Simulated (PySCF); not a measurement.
F2.
Z-matrix (Å and degrees, PBE0-D3(BJ)/def2-SVP geometry), rows numbered from 1:
```
F 
F   1  1.3766
```

Level of theory: MP2 and CCSD/aug-cc-pVTZ in PySCF, restricted Hartree–Fock reference, 2 core orbitals frozen, non-relativistic, gas phase, PBE0-D3(BJ)/def2-SVP geometry.

E(HF) = -198.75873 Eh.

Task: How large is the problem?

Result: 92 basis functions and 18 electrons; 2 orbitals frozen, which leaves o = 7 correlated occupied and v = 83 virtual orbitals. That is o·v = 581 singles and o·v(o·v + 1)/2 = 169071 distinct closed-shell doubles amplitudes before symmetry; the costliest CCSD step grows as o²v⁴ = 2.3 × 10^9.

Task: What are the MP2 and CCSD correlation energies?

Result: MP2 -0.5318 Eh and CCSD -0.5349 Eh, which gives totals of -199.29049 and -199.29360 Eh. That is 1.040 eV for each correlated electron at CCSD (1404 kJ/mol in all, 0.268 % of the total energy); MP2 gives 99.4 % of the CCSD value.

Task: What is the T1 diagnostic?

Result: 0.0121, below the customary warning level of 0.02. It is the norm of the spatial-orbital singles amplitudes over the root of the number of correlated electrons, so the norm is 0.045.

No triples correction and no basis-set extrapolation were made.

The job also held the EOM ionisation and excitation roots. The run took 87 s of wall time on an Arm Neoverse V2 with one thread, no GPU (shared host), and the process peaked at 0.77 GiB of memory.
